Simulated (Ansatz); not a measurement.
Relaxed structures of CH₃OSi, doublet (PBE0-D4/def2-TZVP; forces vanish, vibrations not checked; lower isomers may exist, and structures with a doubtful reference or unclear bonds are left out; Å). Computed with Ansatz 0.2.0 (basis: def2-TZVPP); correlated methods freeze the cores; orbitals are unrestricted.

Question: Rank them by CCSD(T) energy, lowest first, and give each one's height above the lowest. Links in brackets join atoms within 1.22 times the sum of their covalent radii (1.1 for two metals). (An estimate is asked for; the value comes from the calculation.)
A.
CH₃OSi ([OH][CH][SiH])
```
6
angstrom
C 0.3905 0.2900 -0.3083
Si -1.1152 -0.3266 -1.1956
O 0.6697 0.1370 0.9791
H -1.6255 -0.9252 0.1362
H 1.1952 0.8475 -0.7905
H -0.0643 -0.3609 1.3743
```
B.
CH₃OSi ([CH2][SiH][O])
```
6
angstrom
C -0.9844 0.3569 -0.3492
Si 0.8108 0.2075 -0.1650
O 1.5087 -0.7644 0.7762
H -1.6684 -0.2611 0.2232
H 1.5326 1.1551 -1.0499
H -1.4435 1.0645 -1.0335
```
C.
CH₃OSi ([CH][SiH][OH])
```
6
angstrom
C -1.1635 -0.4069 -0.6303
Si 0.3214 0.2497 -0.2901
O 1.1131 0.2311 1.1374
H -2.1232 -0.8330 -0.8445
H 1.1769 0.9682 -1.2424
H 0.6754 -0.2091 1.8699
```

Answer: Computed: B (0.0 kJ/mol), C (90.1 kJ/mol), A (142.5 kJ/mol). Heights count from the lowest.

No T1 diagnostic of these runs exceeds 0.029. ⟨S²⟩ of the unrestricted Hartree–Fock references: 0.76 to 0.88 (a pure state has 0.75). The unrestricted reference is spin-contaminated, which hurts MP2 most.

For scale, one of the runs: CCSD(T)/def2-TZVPP, 146 basis functions, launched by `ansatz run in.yaml --threads 2 --pin off --events-out ev --progress --plain --max-ram 4352MiB`. Time: 46 s of wall clock on 2 CPU threads of an Arm Neoverse V1; the host was shared. Peak host memory: 2 GiB.
